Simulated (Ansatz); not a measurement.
Process, species as SMILES: OO (H2O2) → 2 H atom + 2 O atom
B3LYP-D3(BJ)/def2-TZVP geometries, fixed; electronic energies without zero-point terms.
Largest species:
```
O
H 1 0.9680
O 1 1.4504 2 100.54
H 3 0.9680 1 100.54 2 115.91
```

Basis-set convergence of the atomisation energy at CCSD(T) with Ansatz (a program for electronic structure). Cartesian d functions, on some or all atoms, in 6-31+G*; all else is spherical. Cores are frozen. Open shells are unrestricted. No added dispersion term, no relativity. Functions are those of the species that has most. Reference: Hartree-Fock in cc-pVQZ plus the correlation part extrapolated as X^-3 from cc-pVTZ and cc-pVQZ, 268.45 kcal/mol, itself unsure by roughly 1.60 kcal/mol (a third of the extrapolation step and of the last Hartree-Fock step). Deviations are taken from unrounded values.

```json
[
 {"basis": "pcseg-1", "functions": "38", "atomisation energy (kcal/mol)": "236.65", "minus reference (kcal/mol)": "-31.80"},
 {"basis": "6-31+G*", "functions": "42", "atomisation energy (kcal/mol)": "228.65", "minus reference (kcal/mol)": "-39.80"},
 {"basis": "6-311G**", "functions": "48", "atomisation energy (kcal/mol)": "242.82", "minus reference (kcal/mol)": "-25.64"},
 {"basis": "def2-SVPD", "functions": "62", "atomisation energy (kcal/mol)": "249.45", "minus reference (kcal/mol)": "-19.01"},
 {"basis": "aug-cc-pVDZ", "functions": "64", "atomisation energy (kcal/mol)": "246.58", "minus reference (kcal/mol)": "-21.88"},
 {"basis": "6-311++G(3df,3pd)", "functions": "114", "atomisation energy (kcal/mol)": "262.00", "minus reference (kcal/mol)": "-6.46"},
 {"basis": "cc-pVQZ", "functions": "170", "atomisation energy (kcal/mol)": "264.24", "minus reference (kcal/mol)": "-4.21"},
 {"basis": "pcseg-3", "functions": "186", "atomisation energy (kcal/mol)": "265.96", "minus reference (kcal/mol)": "-2.49"},
 {"basis": "def2-QZVPPD", "functions": "198", "atomisation energy (kcal/mol)": "264.96", "minus reference (kcal/mol)": "-3.49"}
]
```
